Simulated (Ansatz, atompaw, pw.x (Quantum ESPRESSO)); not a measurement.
gallium (diamond): variants of one PAW (atompaw) potential in the solid

```json
{
  "Element": "gallium (Ga)",
  "Generator": "atompaw 4.2.0.5",
  "Type": "PAW",
  "Functional": "LDA (PW92)",
  "Relativity": "scalar-relativistic",
  "Frozen core": "[Ar] 3d10",
  "Valence charge": "3",
  "Reference configuration": "4s2 4p1",
  "Partial waves": "4s (bound): rc 1.90 bohr; 4s channel at 2.7 Ry: rc 2.30 bohr; 4p (bound): rc 2.30 bohr; 4p channel at 4.8 Ry: rc 2.30 bohr; 4d channel at 0.35 Ry: rc 2.05 bohr; 4d channel at 3.1 Ry: rc 2.30 bohr",
  "Local potential": "bessel scheme, radius 2.15 bohr",
  "Core correction": "smooth core density matched at 2.00 bohr",
  "Augmentation charge": "besselshape compensation charge, radius 2.15 bohr; PAW radius 2.30 bohr; waves and projectors: custom polynom vanderbiltortho"
}
```

Crystal test: diamond Ga in pw.x 7.5, no spin, 8³ k-points, Fermi–Dirac smearing 0.01 Ry, cutoffs set for each file from its atomic test. The reference is all-electron LAPW (Ansatz 0.2.0) with the same functional, mesh and smearing; V0 and B0 come from Birch–Murnaghan fits to the pressures at five volumes. Errors are pseudo minus all-electron; Δ is the rms difference of the E(V) curves that follow from these fits, minima aligned, over ±6 % about the mean V0. Mesh and smearing are coarse, so the numbers serve the comparison and aren't converged zero-temperature values; the lattice is a test structure that the element need not adopt.

All-electron: a0 = 5.683 Å (V0 = 22.94 Å³/atom), B0 = 48.4 GPa.

Base: The logarithmic derivative shows an extra or strongly shifted pseudo pole above the reference energy (d near 1.62 Ry).

```tsv
change	cutoffs (Ry)	pw.x	a0 (Å)	a0 error (%)	B0 error (%)	Δ (meV/atom)	mean pressure error (GPa)
base	40/400	converged	5.684	+0.02	-0.8	0.1	+0.02
all radii scaled by about 0.92 (s 1.76, p 2.12, d 1.90 bohr); local potential bessel scheme, radius 2.00 bohr; augmentation besselshape compensation charge, radius 2.00 bohr; PAW radius 2.12 bohr; waves and projectors: custom polynom vanderbiltortho; core correction smooth core density matched at 1.86 bohr	40/400	converged	5.619	-1.12	+4.2	8.3	-1.60
all radii scaled by about 1.03 (s 1.96, p 2.38, d 2.12 bohr); local potential bessel scheme, radius 2.22 bohr; augmentation besselshape compensation charge, radius 2.22 bohr; PAW radius 2.38 bohr; waves and projectors: custom polynom vanderbiltortho; core correction smooth core density matched at 2.08 bohr	40/400	converged	5.693	+0.19	-1.4	1.4	+0.27
all radii scaled by about 1.17 (s 2.22, p 2.68, d 2.40 bohr); local potential bessel scheme, radius 2.50 bohr; augmentation besselshape compensation charge, radius 2.50 bohr; PAW radius 2.68 bohr; waves and projectors: custom polynom vanderbiltortho; core correction smooth core density matched at 2.34 bohr	40/400	converged	5.709	+0.47	-2.1	3.4	+0.68
all radii scaled by about 1.24 (s 2.36, p 2.86, d 2.54 bohr); local potential bessel scheme, radius 2.68 bohr; augmentation besselshape compensation charge, radius 2.68 bohr; PAW radius 2.86 bohr; waves and projectors: custom polynom vanderbiltortho; core correction smooth core density matched at 2.48 bohr	40/400	converged	5.718	+0.62	-2.8	4.5	+0.92
```

(1) Give the row for: all radii scaled by about 0.75 (s 1.42, p 1.72, d 1.52 bohr); local potential bessel scheme, radius 1.60 bohr; augmentation besselshape compensation charge, radius 1.60 bohr; PAW radius 1.72 bohr; waves and projectors: custom polynom vanderbiltortho; core correction smooth core density matched at 1.48 bohr.

Results:

(1) pw.x: failed after 2 of 5 volumes (c_bands: too many bands are not converged).
